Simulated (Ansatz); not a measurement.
**C2H3B: geometry optimisation**

The task: find the minimum of C2H3B nearest to the start.

Method: RKS r2SCAN-D4/def2-TZVP; program: Ansatz 0.2.0.

1 further run of the same task is left out (set aside as unsound or not needed).

### Step 1. The system as given

SMILES `B#CC`, 6 atoms, charge 0, spin multiplicity 1.

Atoms are counted from 1 here; the program's logs count them from 0.

Bond lengths: B1–C2 1.419 Å, C2–C3 1.451 Å, C3–H4 1.113 Å, C3–H5 1.113 Å, C3–H6 1.123 Å. Angles: B1–C2–C3 145.0°, C2–C3–H4 115.3°, C2–C3–H5 115.3°, C2–C3–H6 104.6°, H4–C3–H5 110.1°, H4–C3–H6 105.1°, H5–C3–H6 105.1°.

Coordinates:

```xyz
6
C2H3B
B    -1.45613   -1.55213   -0.75727
C    -0.88630   -0.37847   -0.19998
C     0.35316    0.29277    0.14526
H     0.95518   -0.19870    0.94182
H     1.00453    0.56255   -0.71583
H     0.02955    1.27398    0.58600
```

### Step 2. Relaxation

Input file input.yaml:

```yaml
crystal:
  periodic: [false, false, false]
  atoms:
    - { symbol: B, position_ang: [-1.456126, -1.552127, -0.757267] }
    - { symbol: C, position_ang: [-0.886299, -0.37847, -0.199985] }
    - { symbol: C, position_ang: [0.353164, 0.292774, 0.145259] }
    - { symbol: H, position_ang: [0.955177, -0.198699, 0.941823] }
    - { symbol: H, position_ang: [1.004534, 0.562546, -0.715825] }
    - { symbol: H, position_ang: [0.02955, 1.273975, 0.585995] }
basis:
  gaussian: { orbitals: def2-TZVP }
hamiltonian:
  xc: r2scan
  dispersion: d4
output:
  forces: true
relax:
  f_tol: 0.003
  max_steps: 120
```

Command:

```console
> ansatz run input.yaml --threads 1 --pin off --max-ram 2560MiB --backend cpu --events-out ev --progress --plain --runs-dir out
```

**Question.** What will these runs give? Wanted: energy gained; root mean square move; dipole moment.

The runs gave:

```
             quantity      value
        energy gained  0.0192 eV
root mean square move    0.017 Å
        dipole moment     2.05 D
```

Bond lengths: B1–C2 1.405 Å, C2–C3 1.442 Å, C3–H4 1.095 Å, C3–H5 1.095 Å, C3–H6 1.108 Å. Angles: B1–C2–C3 144.5°, C2–C3–H4 114.9°, C2–C3–H5 114.9°, C2–C3–H6 104.1°, H4–C3–H5 110.8°, H4–C3–H6 105.4°, H5–C3–H6 105.4°. No frequencies were computed here.
